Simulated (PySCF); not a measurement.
Simulated absorption spectrum

C4H12N2.
SMILES: `N(NC)CCC`

Computed with TDDFT CAM-B3LYP/def2-SVPD, vertical, gas phase, core orbitals frozen in the response in PySCF 2.14.0, density-fitted response routines. Geometry: GFN2-xTB, one conformer, isolated molecule. Torsions of this conformer, `[CH3:1][CH2:2][CH2:3][NH:4][NH:5][CH3:6]`: C1–C2–C3–N4 180°, C2–C3–N4–N5 -71°, C3–N4–N5–C6 -86°.

Broadening: Gaussians 0.3 eV wide at half height, area fixed by f = 4.319×10⁻⁹ ∫ε dν̃. The width is an assumption, not a result. The curve ends short of the highest state used, and states not computed would add to its high-energy end.

(E (eV), ε (L mol⁻¹ cm⁻¹)): (5.79, 0), (5.82, 1), (5.86, 2), (5.89, 4), (5.93, 10), (5.96, 18), (6.00, 35), (6.03, 56), (6.07, 96), (6.10, 139), (6.14, 219), (6.18, 329), (6.21, 435), (6.25, 608), (6.28, 757), (6.32, 962), (6.35, 1101), (6.39, 1233), (6.42, 1271), (6.46, 1227), (6.49, 1126), (6.53, 926), (6.56, 754), (6.60, 537), (6.63, 405), (6.67, 294), (6.71, 271), (6.74, 317), (6.78, 464), (6.81, 635), (6.85, 931), (6.88, 1188), (6.92, 1544), (6.95, 1794), (6.99, 2071), (7.02, 2218)

Problem. Where are the band maxima, and which computed states make them?

Solution. 193 nm (6.42 eV), ε about 1300, made up of S2 (95%) (ε in L mol⁻¹ cm⁻¹; maxima over ε = 5, shares over 10%). At its high-energy end, 7.02 eV, the curve is still rising (ε about 2200, from S3 and S4). The states used: S1 6.24 eV (f 0.0020); S2 6.43 eV (f 0.014); S3 6.97 eV (f 0.013); S4 7.10 eV (f 0.013); S5 7.21 eV (f 0.0060); S6 7.35 eV (f 0.0099); S7 7.47 eV (f 0.019); S8 7.62 eV (f 0.0032).

Problem. On this curve, what absorbance would a 10⁻⁴ mol/L sample give at 193 nm over a 1 cm path?

Solution. 193 nm is 6.424 eV, where ε is about 1300 L mol⁻¹ cm⁻¹, so A = ε c l ≈ 0.13 (Beer–Lambert, with the gas-phase spectrum and the assumed width).

Problem. Coming from long wavelengths, where does ε first pass 100 L mol⁻¹ cm⁻¹?

Solution. At about 204 nm (6.07 eV), 0.16 eV below S1.

Problem. What would ε be at 6.42 eV, the highest of these maxima, with half the width (0.15 eV)?

Solution. About 2380 L mol⁻¹ cm⁻¹ against 1270, a factor of about 1.9; a lone state at its own centre would give exactly 2.
